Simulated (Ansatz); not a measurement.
## A cut through the energy surface

MgSiH₄O (SMILES [MgH][O][SiH3]), singlet, at its PBE0-D4/def2-TZVP minimum:

Mg1  (-1.996, -0.731, -0.537)
O2  (-0.357, -0.143, -0.103)
Si3  (1.114, 0.387, 0.286)
H4  (-3.537, -1.284, -0.944)
H5  (1.836, 0.919, -0.908)
H6  (1.050, 1.486, 1.295)
H7  (1.952, -0.703, 0.866)
(Å)

The angle H5–Si3–O2 (111.5° at the minimum) is set to the values below, H5, with anything bonded beyond it, turning rigidly in the plane of the angle. Each method's energies count from its own value at the PBE0-D4 minimum structure. Ansatz 0.2.0; basis: def2-TZVPP; cores frozen in the correlated methods. The outer core shell of Li, Na, Mg and K is correlated. The def2 sets are not built for correlating such inner shells, so the correlated values are less sure here. B3LYP uses VWN-RPA correlation.

CCSD(T) energies along the scan:
```
angle (°)  CCSD(T) (kJ/mol)
     81.5              81.7
     89.0              44.7
     96.5              19.4
    104.0               4.8
    111.5               0.0
    119.0               4.3
    126.5              17.2
    134.0              38.4
    141.5              67.7
```
They count from the CCSD(T) energy at the PBE0-D4 minimum.

Minimum and curvature along this coordinate at CCSD(T): A fifth-order fit through the nearest points gives 111.6°, with a curvature of about 1.7 meV/deg².

Largest difference from the CCSD(T) curve over the scan: PBE-D4 7.0; B3LYP-D4 2.6; wB97M-V 3.0; HF 9.1 kJ/mol. Each curve counts from its own value at the minimum.

The T1 diagnostic stays at or below 0.012.

For scale, one of the runs: CCSD(T)/def2-TZVPP, 161 basis functions (an equivalent command: `ansatz run in.yaml --threads 2`). Hardware: 2 CPU threads, shared host. Wall time 38 s; peak host memory 1.3 GiB.
